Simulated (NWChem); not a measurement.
Species: methanol (CH4O); SMILES OC

```xyz
6

C     -0.0086    -0.6534     0.0000
O     -0.0886     0.7534     0.0000
H      0.4988    -1.0431    -0.8912
H     -1.0313    -1.0315     0.0000
H      0.4988    -1.0431     0.8912
H      0.8025     1.1082     0.0000
```
Atoms are numbered in this order, from 1.

Computed with NWChem. Pople sets run with spherical d functions. Geometry: optimised at PBE0-D3(BJ)/def2-TZVP. Atomic charges in e: unrestrained fits to the electrostatic potential beside Mulliken populations; buried atoms are poorly determined by the fit.

Estimate the computed values for Hartree-Fock/6-31G*. Quantities: ESP C1; Mulliken C1; ESP O2; Mulliken O2; relative RMS misfit of the potential (%).


```yaml
ESP C1: 0.36
Mulliken C1: -0.15
ESP O2: -0.69
Mulliken O2: -0.76
relative RMS misfit of the potential (%): 22
```
